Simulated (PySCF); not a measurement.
Gas-phase XPS of methylidenesilylene, computed

Compound: methylidenesilylene, CH2Si (singlet state).
Geometry (GFN2-xTB, Å), atoms numbered from 1 in this order:
```
atom  x, y, z in Å
C1    -0.1378    0.0135   -0.1962
Si2    1.5814   -0.1373   -0.5325
H3    -0.7478    0.8197   -0.5809
H4    -0.6855   -0.6911    0.4151
```

Computed, not measured: delta-SCF UKS SCAN, pcX-2 on the ionised atom, pcseg-1 elsewhere, spin-free X2C in PySCF 2.14.0. These are vertical core ionisation energies against the vacuum level, from separate self-consistent calculations with and without the core hole.

Question: Give the core binding energies atom by atom.

Answer: 
| atom(s) | environment | level | binding energy (eV) | count |
| --- | --- | --- | --- | --- |
| C1 | carbon bonded to Si and 2 H | C 1s | 289.32 | 1 |
| Si2 | silicon bonded to C | Si 1s | 1847.62 | 1 |

Question: Which effective nuclear charge Zeff reproduces each element's mean 1s value in the hydrogen-like formula E = 13.606 eV × Zeff²?

Answer: C (Z = 6): mean 289.3 eV, Zeff = 4.61, Z − Zeff = 1.39; Si (Z = 14): mean 1847.6 eV, Zeff = 11.65, Z − Zeff = 2.35. Means run over the listed sites, weighted by atom count.

Question: Give the binding energy of C 1s of C1 in hartree and in kJ/mol.

Answer: 289.32 eV = 10.6323 Eh = 27915 kJ/mol.

Not every level is listed. Geometry: GFN2-xTB; no solvent, vibrations or thermal averaging.
